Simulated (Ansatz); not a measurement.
How far each method lies from UCCSDT(Q) for H₃Ge–Ge, doublet

Geometry: a point of a stretch scan, not a stationary point.

| atom | x (Å) | y (Å) | z (Å) |
| --- | --- | --- | --- |
| Ge | -0.0500 | 0.0000 | 0.5966 |
| Ge | -0.0489 | 0.0000 | -4.1004 |
| H | 1.4522 | 0.0000 | 0.9773 |
| H | -0.6767 | 1.2435 | 1.2633 |
| H | -0.6767 | -1.2435 | 1.2633 |

Basis cc-pVTZ; Ansatz 0.2.0. Only valence electrons are correlated (noble-gas cores and the filled d shells of p-block atoms frozen), which leaves 11 electrons in 100 orbitals. R marks a restricted (for open shells ROHF) determinant, U an unrestricted one. No spin–orbit coupling is included, and no scalar relativity.

Full CI isn't at hand for all of this; UCCSDT(Q) serves as the reference, and is uncertain by the last step of the cluster series or more. The frozen core follows each run's orbitals, which can shift R against U totals by a few meV for light atoms and by up to 0.1 eV past Ca.

Unrestricted rows (U) aren't spin-pure: their determinants' ⟨S²⟩ exceeds S(S+1) by up to 0.99, so they mix in states of higher spin.

The R cluster runs have T1 = 0.228 on a determinant 0.53 eV above the lowest RHF solution, too large to trust, so RMP2, RCCSD, RCCSD(T), RCCSDT(Q), RCCSDT aren't compared. BCCD(T) turns its orbitals far from the restricted determinant (T1 = 0.258 for the singles of that rotation), so its spin and state can't be checked, and it isn't compared.

```
UHF ⟨S²⟩                          : 1.740
T1 diagnostic (RCCSD)             : 0.2282
largest doubles amplitude (RCCSD) : 0.125
T1 diagnostic (UCCSD)             : 0.0150
```

Problem. From what is known of these methods and the diagnostics, rank them by the size of their error in total energy against UCCSDT(Q) in cc-pVTZ, smallest first (an estimate: the text doesn't fix the numbers).
A. UMP2
B. UHF
C. UCCSDT
D. UCCSD
E. UCCSD(T)

Solution. C (0.18 kcal/mol), E (1.16 kcal/mol), D (4.50 kcal/mol), A (29.57 kcal/mol), B (132.25 kcal/mol).

All errors are against UCCSDT(Q) in cc-pVTZ. With T1 at 0.228 and a doubles amplitude of 0.13 one determinant is a poor start. Within each family the higher level lies nearer, as is usual though not guaranteed.
